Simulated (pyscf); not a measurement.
Single points on ωB97X-D3(BJ)/def2-SVP structures (PySCF, gas phase).

Q: Estimate by transition-state theory the rate constant of H₂N–SnH: [singlet] + hydrogen (H₂) → SnH₂ [singlet] + ammonia (NH₃) (singlet surface; N–Sn, H–H broken, H–Sn, H–N formed) at 298 K, with ωB97M-D3(BJ)/def2-TZVP energies (ideal gas, 1 atm, RRHO with modes under 100 cm⁻¹ raised to 100, one conformer, R ln 2 for chiral ones without a mode under 150 cm⁻¹; no tunnelling).

A: The electronic barrier is 22.1 kcal/mol and the thermal terms add +8.6, so ΔG‡ = 30.7 kcal/mol. With k_BT/h = 6.21e+12 s⁻¹ and RT = 0.592 kcal/mol, and a volume of 4.06e-20 cm³ per molecule at 1 atm, k = 8.0e-30 cm³ molecule⁻¹ s⁻¹. Wigner's tunnelling factor for 1306i cm⁻¹ would be 2.65, likely too low at so high a frequency. A shift of 1 kcal/mol in the barrier changes k by a factor 5.4. On the product side the descent ends in an adduct with a N–Sn contact, 24.5 kcal/mol under the separated species and 35.7 kcal/mol under the saddle at ωB97X-D3(BJ)/def2-TZVP. What is counted as broken (N–Sn) persists as a longer contact in the product adduct; parting that adduct is a step of its own. At the saddle there is also a short H–Sn contact that neither side keeps. One saddle was located; it need not be the lowest between these sides. Elements past Kr carry the def2 core potentials, without spin-orbit coupling.
